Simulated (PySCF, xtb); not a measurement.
Scan of H2Si, singlet: symmetric bend, bond length relaxed. Scanned: H-Si-H angle. Other coordinates (Si-H bond length) were minimised at B3LYP/def2-TZVP.

GFN1-xTB (xtb); RMP2/3-21G = restricted MP2 (frozen core)/3-21G (PySCF); MP2 on RHF/cc-pVTZ, 5 core orbitals frozen (PySCF).

Energies relative to the lowest point of each profile, in kJ/mol:

```tsv
a / °	GFN1-xTB	RMP2/3-21G
180	324.6	292.6
170	264.7	279.1
160	203.3	239.8
150	154.5	185.1
140	115.1	130.3
130	81.1	82.4
120	51.5	44.0
100	8.9	2.0
90	0.0	0.0
80	3.8	11.4
70	25.3	36.5
60	71.1	75.4
```

Task: What does MP2 give at the same points?

Result: 180: 0.0; 170: 2.6; 160: 12.0; 150: 27.4; 140: 44.9; 130: 66.0; 120: 93.1; 100: 169.3; 90: 222.2; 80: 287.7; 70: 368.4; 60: 466.7 (kJ/mol).
